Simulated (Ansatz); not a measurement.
Geometry optimisation, Ansatz 0.2.0, RKS PBE0-D4/def2-SVP.

input.yaml

```yaml
crystal:
  periodic: [false, false, false]
  atoms:
    - { symbol: Si, position_ang: [0.218067, 0.0, -0.070422] }
    - { symbol: F, position_ang: [0.247003, 0.0, 1.54654] }
    - { symbol: H, position_ang: [1.643708, 0.0, -0.512433] }
    - { symbol: H, position_ang: [-0.452282, 1.235558, -0.553808] }
    - { symbol: H, position_ang: [-0.452282, -1.235558, -0.553808] }
    - { symbol: Cl, position_ang: [-2.86158, 0.0, 1.209996] }
    - { symbol: H, position_ang: [-1.813832, 0.0, 2.030536] }
basis:
  gaussian: { orbitals: def2-SVP }
hamiltonian:
  xc: pbe0
  dispersion: d4
relax:
  f_tol: 0.03
  max_steps: 50
```

Run as:

```bash
$ ansatz run input.yaml --threads 1 --pin off --max-ram 2048MiB --backend cpu --events-out ev --progress --plain --runs-dir out
```

Q: Where does it end, and by what steps?

A: It converged. After 5 steps the energy has fallen by 0.064 eV; Cl6 moved furthest, 0.35 Å.

```json
{"step": "0", "energy less start (eV)": "0.0000", "largest force component (eV/Å)": "0.909", "accepted": "yes"}
{"step": "1", "energy less start (eV)": "-0.0360", "largest force component (eV/Å)": "0.880", "accepted": "yes"}
{"step": "2", "energy less start (eV)": "-0.0409", "largest force component (eV/Å)": "0.799", "accepted": "yes"}
{"step": "3", "energy less start (eV)": "-0.0524", "largest force component (eV/Å)": "0.646", "accepted": "yes"}
{"step": "4", "energy less start (eV)": "-0.0597", "largest force component (eV/Å)": "0.351", "accepted": "yes"}
{"step": "5", "energy less start (eV)": "-0.0640", "largest force component (eV/Å)": "0.020", "accepted": "yes"}
```

```xyz
7
Properties=species:S:1:pos:R:3
Si 0.266 0.000 -0.133
F 0.097 0.000 1.500
H 1.727 0.000 -0.414
H -0.378 1.230 -0.662
H -0.378 -1.230 -0.662
Cl -3.014 0.000 1.525
H -1.790 0.000 1.943
```

Whether the end is a true minimum wasn't checked by a vibrational analysis.

The run took 13 s on 1 thread of Intel(R) Xeon(R) CPU @ 2.60GHz (Ice Lake) (shared host), peak memory 0.15 GiB.
